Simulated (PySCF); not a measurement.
**Which basis set comes closest?**

Molecule: Butanenitrile (SMILES CCCC#N).

Bonds (- single, = double, # triple, : aromatic): C1-C2 1.519 Å, C2-C3 1.531 Å, C3-C4 1.458 Å, C4#N5 1.157 Å. C1 carries H6, H7, H8; C2 carries H9, H10; C3 carries H11, H12.

Geometry PBE0-D3(BJ)/def2-SVP throughout; GIAO in PySCF, gas phase, one conformer, non-relativistic; equivalent atoms averaged; functional PBE0.

Reference values (measured; solution, not stated per compound (mostly CDCl3 or CCl4); Pretsch, Buehlmann, Badertscher, Structure Determination of Organic Compounds, 4th ed. (2009)): δ(C3) = 19.3 ppm, δ(C2) = 19.0 ppm, δ(C1) = 13.3 ppm, δ(H11/H12) = 2.34 ppm, δ(H9/H10) = 1.70 ppm, δ(H6/H7/H8) = 1.08 ppm. Computed shifts are taken against TMS, calculated as an isolated molecule at each level.

**Question.** How do the basis sets STO-3G, 6-31G, pcSseg-0, 6-31G*, def2-SVP, cc-pVDZ, pcSseg-1, 6-311+G(2d,p), aug-cc-pVDZ, def2-TZVP, IGLO-III, cc-pVTZ, pcSseg-2 perform against the reference? Times are CPU seconds on shared hosts with different chips, so compare them loosely.

**Answer.** 
```tsv
basis set	functions	C3	C2	C1	H11/H12	H9/H10	H6/H7/H8	mean abs. error C	mean abs. error H	core-s
STO-3G	32	24.6	25.4	20.2	1.80	1.34	0.90	6.2	0.36	1.5
6-31G	59	20.6	21.9	16.0	2.20	1.90	1.15	2.3	0.14	3.1
pcSseg-0	59	22.2	21.7	17.2	1.94	1.64	1.13	3.2	0.17	3.5
6-31G*	84	19.1	21.4	15.3	1.89	1.73	0.95	1.5	0.20	4.6
def2-SVP	105	18.0	21.4	15.0	1.69	1.39	0.81	1.8	0.41	5.4
cc-pVDZ	105	21.0	24.1	16.2	1.79	1.51	0.86	3.2	0.32	6.7
pcSseg-1	120	20.1	23.6	15.8	1.86	1.54	0.99	2.6	0.24	11
6-311+G(2d,p)	177	19.8	23.5	15.0	1.98	1.65	0.90	2.2	0.20	11
aug-cc-pVDZ	178	20.0	24.1	15.2	2.08	1.73	1.00	2.6	0.12	14
def2-TZVP	197	20.7	24.4	15.8	1.98	1.66	0.91	3.1	0.19	17
IGLO-III	245	21.0	24.6	15.9	2.04	1.68	0.93	3.3	0.16	21
cc-pVTZ	248	20.4	23.9	15.6	1.99	1.66	0.92	2.8	0.18	22
pcSseg-2	278	21.2	25.0	16.3	2.00	1.67	0.94	3.6	0.17	31
```

For ¹³C the closest is 6-31G* (1.5 ppm, with def2-SVP practically level) and the furthest STO-3G (6.2 ppm).

For ¹H the closest is aug-cc-pVDZ (0.12 ppm, with 6-31G practically level) and the furthest def2-SVP (0.41 ppm). Where a smaller basis beats a larger one, errors probably cancel; the largest sets show where the functional converges. One molecule is a small sample, and vibrational and solvent effects are absent from the calculation.

A small basis that lands close on one nucleus may do so by chance; judge by the trend and by all nuclei.
